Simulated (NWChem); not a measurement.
# CH₆Si

```xyz
8

Si     0.6372     0.0363     0.0000
C     -1.2484    -0.0711     0.0000
H      1.1237     0.7640     1.2105
H      1.1237     0.7640    -1.2105
H      1.2430    -1.3291     0.0000
H     -1.6112    -0.6073     0.8914
H     -1.6112    -0.6073    -0.8914
H     -1.6990     0.9342     0.0000
```
Charge 0, spin multiplicity 1.

All runs are NWChem calculations. Structure: optimised with B3LYP/def2-SVP, a minimum by its harmonic frequencies.

Static limit. This basis has no diffuse functions, which lowers polarisabilities.

The Pople sets run with spherical d functions. The structure started from a generated list of species.

Question: Give the polarisability tensor in bohr³ at HF/6-31G* (spherical d), in the frame of the coordinates, and its isotropic mean.

Answer: 
```
33.39   0.15   0.00
 0.15  30.82   0.00
 0.00   0.00  30.81
```
Mean (one third of the trace): 31.67 bohr³.
